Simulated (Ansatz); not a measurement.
Program: Ansatz. Geometries: PBE0-D4/def2-TZVP. ΔE: electronic, gas phase. CCSD(T)/CBS adds triple-zeta CCSD(T) − MP2 to the extrapolated MP2 energy (def2 sets, frozen cores). This one scheme is used for every species. Functionals use def2-TZVPP. One conformer a species, not always the lowest.

Reaction (formal loss of a carbene): `F/C=C\CF` → `C=CF` + `[CH]F`

`F/C=C\CF`:

Z-matrix (Å, degrees):
```
C
F 1 1.387
C 1 1.485 2 109.9
H 1 1.095 2 107.0 3 120.6
H 1 1.091 2 108.2 3 -121.9
C 3 1.320 1 124.9 2 -124.7
H 3 1.084 1 117.9 2 55.4
F 6 1.336 3 122.6 1 -0.1
H 6 1.084 3 125.2 1 -179.6
```

`C=CF`:

Z-matrix (Å, degrees):
```
C
C 1 1.316
H 1 1.081 2 119.2
H 1 1.082 2 121.6 3 -180.0
F 2 1.336 1 122.3 3 180.0
H 2 1.084 1 125.7 3 0.0
```

`[CH]F`:

```xyz
3

C    -0.261   -0.435   -0.042
F     0.780   -0.070    0.647
H    -0.518    0.505   -0.606
```

**Question.** Is it downhill or uphill in electronic energy at CCSD(T)/CBS, and by how much? (Best estimate.)

**Answer.** Computed: Uphill: ΔE = +372.3 kJ/mol.

**Question.** What do these levels give: BHLYP-D4, PBE, CAM-B3LYP, MP2/def2-SVP, CCSD(T)/def2-SVP, SCS-MP2/def2-TZVPP? (Best estimate.)

**Answer.** Ansatz gave: BHLYP-D4 378.0, PBE 384.0, CAM-B3LYP 376.4, MP2/def2-SVP 398.2, CCSD(T)/def2-SVP 371.2, SCS-MP2/def2-TZVPP 376.9 kJ/mol.

Largest T1 diagnostic among the species: 0.018.

From BLYP to BHLYP (50 % exact exchange), in def2-TZVPP and without D4, ΔE moves by +24.1 kJ/mol. In def2-TZVPP, CCSD(T) changes the Hartree–Fock value by +36.9 kJ/mol (the triples alone add +2.4 kJ/mol) and MP2 by +64.7 kJ/mol.
